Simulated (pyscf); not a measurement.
Single points on ωB97X-D3(BJ)/def2-SVP structures (PySCF, gas phase). MP2 and CC: frozen core, UHF for open shells. ΔMP2 is the change of the MP2 total energy from the triple- to the quadruple-zeta basis.

Question: Estimate the classical barrier height and the reaction energy of H₃Si–AsH₂ + SiH₂ [singlet] → H₃Si–SiH₂–AsH₂ at CCSD(T)/def2-TZVPP + ΔMP2(QZVPP). The step runs on the singlet surface, breaks As–Si and forms As–Si, Si–Si; take the separated reactants as zero.

Answer: ΔE‡ = 0.17 eV, ΔE = -2.49 eV. Zero-point energy shifts the barrier by +0.13 eV. It is an insertion, with an imaginary mode of 256i cm⁻¹. On the reactant side the descent ends in an adduct with a H–Si contact, 0.57 eV under the separated species and 0.46 eV under the saddle at ωB97X-D3(BJ)/def2-TZVP. On the product side the descent ends in another minimum, of other shape or electronic state, 1.92 eV over the lowest minimum found and 0.76 eV under the saddle at ωB97X-D3(BJ). At ωB97X-D3(BJ) the barrier from the zero used here is -0.12 eV. H₃Si–SiH₂–AsH₂ lies 0.32 eV over its isomer H₃Si–AsH–SiH₃, and others may lie lower still (electronic energy, ωB97M-D3(BJ)). This is the saddle that the search found; another between the same sides may lie lower. The CCSD(T) − MP2 part came from Ansatz, without density fitting, on the same reference. The frozen core leaves the outer d or s,p core shells of the metals and heavy elements correlated in the MP2 and CC values, and def2-TZVPP describes them poorly, which can shift differences by a few kcal/mol. Elements up to Kr have no core potential and no relativistic terms here.
